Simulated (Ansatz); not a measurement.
**SiNH₃ (triplet): wave-function methods side by side at distance N1–H4 along a hydrogen transfer = 1.118 Å, cc-pVDZ**

An exercise on one series of results from a longer session: the logs are not shown, and one member is left open.

Program: Ansatz 0.2.0, Gaussian basis. Level of theory: cc-pVDZ, core rule «outside noble gas», up to 6 orbitals frozen. These are calculated values, not measurements.

The runs, in order: UHF; CCSD(T) on ROHF; CCSD(T) on UHF; BCCD(T) on ROHF; CISD; CCSDT(Q) on ROHF; CCSDT(Q) on UHF; CASSCF and MRCISD+Q, 4 electrons in 4 orbitals; CASSCF and NEVPT2, 4 electrons in 4 orbitals.

8 further runs of the same task are left out: 2 for a mislabelled method, 3 that didn't finish, 3 set aside as unsound or not needed.

**The geometry**

The geometry derives from fragments relaxed apart (PBE0/def2-TZVP) and kept rigid, so it is no stationary point. A hydrogen atom is moved between rigid fragments.

5 atoms, charge 0, spin multiplicity 3.

Atoms are counted from 1 here; the program's logs count them from 0.

Bond lengths: N1–H2 1.012 Å, N1–H3 1.012 Å, N1–H4 1.118 Å, H4–Si5 1.703 Å. Angles: H2–N1–H3 107.1°, H2–N1–H4 107.1°, H3–N1–H4 107.1°, N1–H4–Si5 180.0°.

The first run:

File in.yaml:

```yaml
crystal:
  periodic: [false, false, false]
  atoms:
    - {symbol: N, position_ang: [-1.767815, -0.012635, -0.019666]}
    - {symbol: H, position_ang: [-2.065095, 0.955198, -0.019665]}
    - {symbol: H, position_ang: [-2.065094, -0.414934, 0.860594]}
    - {symbol: H, position_ang: [-0.649815, -0.012635, -0.019666]}
    - {symbol: Si, position_ang: [1.053185, -0.012634, -0.019666]}
basis:
  gaussian: {orbitals: cc-pVDZ}
magnetization: {spin_polarized: true, initial_magnetization: 2}
hamiltonian: {xc: hf}
output: {orbitals: {seedname: orbitals}}
```

Started as:

```bash
$ ansatz run in.yaml --threads 1 --pin off --events-out ev --progress --plain --max-ram 2393MiB
```

Steps of the session up to this table: UHF; CCSD(T) on ROHF; CCSD(T) on UHF; BCCD(T) on ROHF; CISD; CCSDT(Q) on ROHF; CCSDT(Q) on UHF; CASSCF and MRCISD+Q, 4 electrons in 4 orbitals; CASSCF and NEVPT2, 4 electrons in 4 orbitals.

One of the session's tables, all rows but one given; the rest of the session is left out.

| method | from UCCSDT(Q) (meV) |
| --- | --- |
| ROHF | +7918.0 |
| UHF | +7797.0 |
| RMP2 | +1143.2 |
| UMP2 | ? |
| CISD | +884.6 |
| RCCSD | +235.6 |
| UCCSD | +232.2 |
| RCCSD(T) | +39.4 |
| UCCSD(T) | +38.7 |
| BCCD(T) | +38.6 |
| RCCSDT | +15.7 |
| UCCSDT | +15.6 |
| RCCSDT(Q) | +0.5 |
| UCCSDT(Q) | 0 |
| CASSCF pair | +7306.8 |
| NEVPT2 pair | +1210.3 |
| MRCISD pair | +771.1 |
| MRCISD+Q pair | +75.4 |

Estimate the missing values for UMP2.

The run gave: from UCCSDT(Q) (meV): +1137.8. In the column «from UCCSDT(Q) (meV)» it lies between CISD (+884.6) and RMP2 (+1143.2).

To keep in mind: Restricted and unrestricted rows rest on different reference determinants; where their highest levels disagree by more than a few hundredths of an eV, they describe different states and don't form one ladder.
